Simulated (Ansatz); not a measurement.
Rutile SnO2, treated with r²SCAN+rVV10 (Ansatz, a first-principles code, PAW).

Settings: plane-wave cutoff 560 eV, 8×8×10 k mesh (along the axes of the cell as run), Fermi–Dirac smearing 0.01 eV, scalar-relativistic PAW data made under PBE.

Shape and atoms are relaxed at each volume.

Pressure at four volumes; x = ln(V/12.002 Å³). One pressure is withheld.

| V (Å³/atom) | x | P (GPa) |
|---|---|---|
| 11.522 | -0.0408 | 9.45 |
| 12.002 | 0.0000 | -0.01 |
| 12.242 | 0.0198 | -3.94 |
| 12.482 | 0.0392 | ? |

### Question
Pass a parabola P(x) through the three rows shown, estimate the bulk modulus and its pressure derivative near zero pressure, and predict the withheld pressure.

### Answer
Slopes between the rows: (-0.01 − (9.45))/(0.0000 − (-0.0408)) = -231.86 and (-3.94 − (-0.01))/(0.0198 − (0.0000)) = -198.48 GPa. Their difference over the span 0.0606 is c = 33.38/0.0606 = 550.8 GPa, so P(x) = 9.45 + (-231.86)(x − (-0.0408)) + 550.8 (x − (-0.0408))(x − (0.0000)). At the middle row B = −dP/dx = −[-231.86 + 550.8 × 0.0408] = 209.4 GPa, and B′ = dB/dP = 2c/B = 5.3. At x = 0.0392 the parabola gives -7.37 GPa; the run gives -7.39 GPa. The Birch–Murnaghan fit to the energies at all volumes has B0 = 209 GPa and B′ = 5.2.

Measured, for comparison: bulk modulus 212 GPa (temperature not stated, no zero-point or thermal correction, from measured elastic constants; as tabulated in Toher et al. (2017), arXiv:1611.05714). Computed (rounded) less measured: bulk modulus -1 %.

Note: the bulk modulus comes from volumes at which shape and atoms were relaxed.

Spin–orbit coupling is not included.
